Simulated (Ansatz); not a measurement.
Molecule: C₃H₇, charge -1, multiplicity 1. It need not be the lowest isomer of its formula. Whether it binds its extra electron was not tested at this geometry. 
Structure (B3LYP-D3(BJ)/def2-TZVP (Ansatz, a first-principles code) minimum search):
SMILES: [CH2-]CC
```xyz
10

C      0.0034     0.1089     0.5586
C     -0.0049     1.4036    -0.2244
C      0.0015    -1.2333    -0.2287
H     -0.8672     0.0687     1.2374
H      0.8830     0.0730     1.2259
H      0.0080    -2.1304     0.4239
H      0.8805     1.4447    -0.8872
H     -0.8991     1.4404    -0.8755
H     -0.8833    -1.2879    -0.8728
H      0.8781    -1.2835    -0.8843
```
Charge -1, spin multiplicity 1.

Parts of the frozen-core correlation energy in STO-3G (Ansatz, hartree). Frozen orbitals: 3; correlated occupied orbitals by spin: 10 and 10; virtual: 9 and 9. No spin-orbit coupling. No relativistic terms.

| term | value |
|---|---|
| reference (HF) | -116.00712 |
| MP2 opposite-spin | -0.13050 |
| MP2 same-spin | -0.01391 |
| CCSD correlation | -0.19471 |
| (T) | -0.00137 |
| T1 diagnostic | 0.007 |
| largest doubles amplitude | 0.054 |
